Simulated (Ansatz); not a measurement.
**Worked example: NO⁺, triplet against NO⁺, singlet**

Geometry (PBE0/def2-TZVP stationary point of a singlet), kept for both states (NO⁺, singlet: Σ⁺; NO⁺, triplet: Π):

```yaml
atoms:
  - { symbol: N, position_ang: [0.0000, 0.0000, 0.0000] }
  - { symbol: O, position_ang: [0.0000, 0.0000, 1.0537] }
```

Basis cc-pVDZ; Ansatz 0.2.0. Correlated methods freeze the noble-gas cores. Prefix R: restricted or restricted open-shell reference; prefix U: unrestricted.

Full CI isn't at hand for all of this; UCCSDT(Q) serves as the reference, and is uncertain by about the last step of the cluster series.

Unrestricted rows (U, and Kohn–Sham where it breaks symmetry) aren't spin-pure: their determinants' ⟨S²⟩ exceeds S(S+1) by up to 0.20, so they mix in states of higher spin.

| level | E(NO⁺, singlet) (hartree) | E(NO⁺, triplet) (hartree) |
| --- | --- | --- |
| UHF | -128.928766 | -128.678946 |
| UMP2 | -129.262353 | -128.932593 |
| UCCSD(T) | -129.273497 | -128.973778 |
| PBE | -129.424579 | -129.142123 |
| wB97M-V | -129.531046 | -129.233593 |
| UCCSDT(Q) | -129.275577 | -128.976502 |

Give the vertical gap, NO⁺ triplet less NO⁺ singlet, at each level in eV (1 hartree = 27.2114 eV), and each error against UCCSDT(Q).

UCCSDT(Q): (-128.976502 − (-129.275577)) × 27.2114 = 8.138 eV (the reference)
wB97M-V: (-129.233593 − (-129.531046)) × 27.2114 = 8.094 eV, error -0.044 eV
PBE: (-129.142123 − (-129.424579)) × 27.2114 = 7.686 eV, error -0.452 eV
UCCSD(T): (-128.973778 − (-129.273497)) × 27.2114 = 8.156 eV, error 0.018 eV
UMP2: (-128.932593 − (-129.262353)) × 27.2114 = 8.973 eV, error 0.835 eV
UHF: (-128.678946 − (-128.928766)) × 27.2114 = 6.798 eV, error -1.340 eV

Total energies of functionals can't be set beside those of wave-function methods, since they hold the core's correlation and their own absolute errors; only the differences compare.

In so small a basis the reference is far from its limit while semilocal and hybrid functionals are nearer theirs, so the functionals' errors here hold much of the reference's basis and frozen-core error, which can add to them or hide them.

Each level lands on the state that its own search finds; the functionals scatter so widely here that some may stand on another one. T1 diagnostics of restricted CCSD: 0.017 and 0.041.
